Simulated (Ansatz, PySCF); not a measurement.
The scaffold NC-X carries different groups X. All species are isolated molecules in the gas phase. Strings in code marks are SMILES.

Quantity: vertical ionisation energy (energy after one electron is removed minus that of the parent at the parent's geometry), in eV.

Level 1: frozen-core MP2/cc-pVQZ // B3LYP-D3(BJ)/def2-TZVP (Ansatz, a quantum-chemistry and plane-wave program)
Level 2: minus the HOMO energy of B3LYP-D3(BJ)/def2-TZVP (PySCF)
Level 3: minus the HOMO energy of HF/STO-3G // B3LYP-D3(BJ)/def2-TZVP (PySCF)
Level 4: minus the HOMO energy of PBE-D3(BJ)/def2-TZVP // B3LYP-D3(BJ)/def2-TZVP (PySCF)

```
species  level 2  level 3  level 4
-------  -------  -------  -------
`CC#N`      9.23    11.11     8.11
`C#N`      10.17    12.12     9.04
`N#CO`      8.78    10.10     7.55
```

Task: What does level 1 give for each, and how far do the other levels lie from it on average?

Result: 
- `CC#N`: 12.95
- `C#N`: 14.16
- `N#CO`: 12.58
Mean absolute difference from level 1, which has limits of its own, over these rows (drawn at random from the members that have all these levels): level 2 3.84 eV, level 3 2.12 eV, level 4 5.00 eV.
